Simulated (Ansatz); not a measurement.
From input file to script: C5H7N, SMILES Cc1ccc[nH]1 in Ansatz 0.2.0.

```yaml
crystal:
  periodic: [false, false, false]
  atoms:
    - { symbol: C, position_ang: [-0.3062, -0.7988, 1.7478] }
    - { symbol: C, position_ang: [-0.0383, -0.2258, 0.3878] }
    - { symbol: C, position_ang: [0.9113, -0.5826, -0.5296] }
    - { symbol: C, position_ang: [0.8799, 0.2581, -1.656] }
    - { symbol: C, position_ang: [-0.2502, 1.0869, -1.4313] }
    - { symbol: "N", position_ang: [-0.7567, 0.8183, -0.1748] }
    - { symbol: H, position_ang: [0.3544, -1.5624, 2.0147] }
    - { symbol: H, position_ang: [-1.3375, -1.1297, 1.7552] }
    - { symbol: H, position_ang: [-0.2625, 0.0511, 2.5329] }
    - { symbol: H, position_ang: [1.6828, -1.3633, -0.3491] }
    - { symbol: H, position_ang: [1.4029, 0.23, -2.5269] }
    - { symbol: H, position_ang: [-0.6697, 1.8856, -2.0011] }
    - { symbol: H, position_ang: [-1.5898, 1.2978, 0.2453] }
basis:
  gaussian: { orbitals: def2-SVP }
hamiltonian:
  xc: cam_b3lyp
output:
  forces: true
```

Launched from the shell:
```console
$ ansatz run input.yaml --threads 1 --pin off --max-ram 4096MiB --backend cpu --events-out ev --progress --plain --runs-dir out
Engine: ansatz 0.2.0, aarch64-unknown-linux-gnu
Functional definition: CAM-B3LYP
  parameter alpha = 0.19
  parameter beta = 0.46
  parameter omega = 0.33/bohr
  parameter ac = 0.81
  exchange = (1 - alpha - beta)*b88_x + beta*b88_x_sr(omega) + alpha*exact_x + beta*exact_x_lr(omega)
  correlation = (1 - ac)*vwn5_c + ac*lyp_c
1236 factors; integrals over basis functions are off by at most 1.2e-3 eV
320 factors; integrals over basis functions are off by at most 7.2e-6 eV
mean field evaluation 1: about -6773.7739 eV, gradient 4.7e1 eV
mean field evaluation 2: about -6775.6125 eV, gradient 4.0e1 eV
mean field evaluation 4: about -6779.5472 eV, gradient 2.5e0 eV
mean field evaluation 8: about -6779.8207 eV, gradient 1.9e-1 eV
mean field evaluation 16: about -6779.8208 eV, gradient 1.8e-4 eV
mean field -6779.82077082 eV, -249.1538178000 hartree, gradient 4.6e-5 eV, S^2 0.000000; 0 other end points of the search recorded, 0 dependent functions left out
the calculation of the forces begins
reference -6779.82088575 eV, -249.1538220237 hartree; 22, 22 occupied and 97, 97 virtual orbitals, 1236 factors
Total energy: -6779.82088575 eV, -249.1538220237 hartree
Atom 0 at    -0.306200    -0.798800     1.747800 Å, force    -1.379586     3.656958    -0.018841 eV/Å
Atom 1 at    -0.038300    -0.225800     0.387800 Å, force    -0.212409     0.232390     0.052348 eV/Å
Atom 2 at     0.911300    -0.582600    -0.529600 Å, force     1.880283    -1.095381     0.442009 eV/Å
Atom 3 at     0.879900     0.258100    -1.656000 Å, force    -4.431855     1.355350     2.665257 eV/Å
Atom 4 at    -0.250200     1.086900    -1.431300 Å, force     1.528714    -0.889832     0.673360 eV/Å
Atom 5 at    -0.756700     0.818300    -0.174800 Å, force    -0.494734    -0.012822     0.137176 eV/Å
Atom 6 at     0.354400    -1.562400     2.014700 Å, force     1.256893    -1.493108     0.421343 eV/Å
Atom 7 at    -1.337500    -1.129700     1.755200 Å, force    -0.537663    -0.579017     0.315081 eV/Å
Atom 8 at    -0.262500     0.051100     2.532900 Å, force     0.118621    -1.240298    -0.872216 eV/Å
Atom 9 at     1.682800    -1.363300    -0.349100 Å, force    -0.597230     0.424090    -0.076719 eV/Å
Atom 10 at     1.402900     0.230000    -2.526900 Å, force     1.855519    -0.146556    -2.572994 eV/Å
Atom 11 at    -0.669700     1.885600    -2.001100 Å, force    -0.272192     0.543068    -0.580296 eV/Å
Atom 12 at    -1.589800     1.297800     0.245300 Å, force     1.285639    -0.754842    -0.585507 eV/Å
Dipole moment:    -0.344855     0.156300     0.244078 e Å
```

Notebook, run cell by cell (the value of a cell's last expression is shown):

```python
import ansatz as az
import numpy as np
import pandas as pd
```

```python
BASIS = "def2-SVP"
FUNCTIONAL = "cam_b3lyp"
```

```python
GEOMETRY = """
C    -0.30620   -0.79880    1.74780
C    -0.03830   -0.22580    0.38780
C     0.91130   -0.58260   -0.52960
C     0.87990    0.25810   -1.65600
C    -0.25020    1.08690   -1.43130
N    -0.75670    0.81830   -0.17480
H     0.35440   -1.56240    2.01470
H    -1.33750   -1.12970    1.75520
H    -0.26250    0.05110    2.53290
H     1.68280   -1.36330   -0.34910
H     1.40290    0.23000   -2.52690
H    -0.66970    1.88560   -2.00110
H    -1.58980    1.29780    0.24530
"""

molecule = az.Crystal.molecule()
for line in GEOMETRY.strip().splitlines():
    symbol, *xyz = line.split()
    molecule = molecule.atom(symbol, [float(v) for v in xyz])
```

```python
calc = (
    molecule.calculation()
    .basis(gaussian=BASIS)
    .functional(FUNCTIONAL)
    .forces()
)
trace = []
out = calc.session().plan().execute(on_event=trace.append)
data = out.report
```

    

```python
data["published_state_doubts"]
```

    []

```python
data["positions_ang"]
```

    [[-0.3062, -0.7988, 1.7478], [-0.0383, -0.2258, 0.3878], [0.9113, -0.5826, -0.5296],
     [0.8799, 0.2581, -1.656], [-0.2502, 1.0869, -1.4313], [-0.7567, 0.8183, -0.1748],
     [0.3544, -1.5624, 2.0147], [-1.3375, -1.1297, 1.7552], [-0.2625, 0.0511, 2.5329],
     [1.6828, -1.3633, -0.3491], [1.4029, 0.23, -2.5269], [-0.6697, 1.8856, -2.0011],
     [-1.5898, 1.2978, 0.2453]]

```python
type(out).__name__, type(data).__name__
```

    ('RunOutcome', 'dict')

```python
for event in trace:
    if event["event"] == "mean_field_evaluation" and event["data"]["evaluation"] <= 25:
        print("pass {evaluation:3d}  E = {energy_ev:.6f} eV  gradient {gradient_ev:.1e}".format(**event["data"]))

for key in ("converged", "free_energy_ev", "reference_energy_ev", "n_frozen", "n_occupied", "n_virtual"):
    print(f"{key:22s} {data[key]}")
```

    pass   1  E = -6773.773868 eV  gradient 4.7e+01
    pass   2  E = -6775.612474 eV  gradient 4.0e+01
    pass   3  E = -6779.520804 eV  gradient 4.1e+00
    pass   4  E = -6779.547204 eV  gradient 2.5e+00
    pass   5  E = -6779.561080 eV  gradient 4.9e-01
    pass   6  E = -6779.561035 eV  gradient 4.9e-01
    pass   7  E = -6779.818772 eV  gradient 8.6e-01
    pass   8  E = -6779.820685 eV  gradient 1.9e-01
    pass   9  E = -6779.820741 eV  gradient 1.1e-01
    pass  10  E = -6779.820764 eV  gradient 2.5e-02
    pass  11  E = -6779.820766 eV  gradient 7.0e-03
    pass  12  E = -6779.820771 eV  gradient 7.3e-03
    pass  13  E = -6779.820771 eV  gradient 1.1e-03
    pass  14  E = -6779.820771 eV  gradient 3.9e-04
    pass  15  E = -6779.820771 eV  gradient 1.8e-04
    pass  16  E = -6779.820771 eV  gradient 1.8e-04
    pass  17  E = -6779.820771 eV  gradient 4.7e-05
    pass  18  E = -6779.820771 eV  gradient 4.6e-05
    converged              True
    free_energy_ev         -6779.82088575161
    reference_energy_ev    -6779.82088575161
    n_frozen               0
    n_occupied             [22, 22]
    n_virtual              [97, 97]

```python
field = data["mean_field"]
print("<S^2> =", round(abs(field["state"]["spin_squared"]), 4), " relativity:", field["relativity"])
print("passes:", field["passes"])
if "symmetry" in field:
    print("occupied orbitals by irrep:", field["symmetry"]["occupied"])
```

    <S^2> = 0.0  relativity: none
    passes: {'evaluations': 16, 'products': 13}
    occupied orbitals by irrep: [{'A': 22}, {'A': 22}]

```python
symbols = [site.symbol for site in molecule.cartesian_sites]
forces = np.array(data["forces_ev_ang"])
print("largest force", round(float(np.linalg.norm(forces, axis=1).max()), 4), "eV/A, rms", round(float(np.sqrt((forces ** 2).mean())), 4))
```

    largest force 5.3462 eV/A, rms 1.3743

```python
charges = data["charge_distribution"]
table = pd.DataFrame({"atom": symbols, "mulliken": charges["mulliken_charges_e"], "lowdin": charges["lowdin_charges_e"]})
print(table.round(3).to_string())
print("dipole (e A):", np.round(charges["dipole_moment_e_ang"], 4) + 0.0)
```

       atom  mulliken  lowdin
    0     C     0.135   0.065
    1     C    -0.083  -0.161
    2     C    -0.070  -0.081
    3     C     0.016  -0.054
    4     C     0.031  -0.065
    5     N    -0.115   0.230
    6     H     0.006  -0.004
    7     H     0.013   0.000
    8     H     0.023   0.023
    9     H    -0.023   0.016
    10    H    -0.054  -0.015
    11    H    -0.016  -0.011
    12    H     0.136   0.059
    dipole (e A): [-0.3449  0.1563  0.2441]

Reading the output:
- Total energies depend on the basis set; only differences at equal settings carry meaning.
- The geometry is a force-field or estimated start, not a minimum of this method, and the basis set is short of its limit.
- The Löwdin charges here are taken after orthogonalising the functions within each atom; they differ from plain Löwdin charges, and their signs can be unphysical.
- Early passes use coarser integrals and grids, so their energies can't be compared with the last.
- Finished in 7.3 s on 1 thread of Arm Neoverse V1, with other jobs on the host, peak memory 0.39 GiB.

(Lines on the test bed's own set-up are left out of the output.)
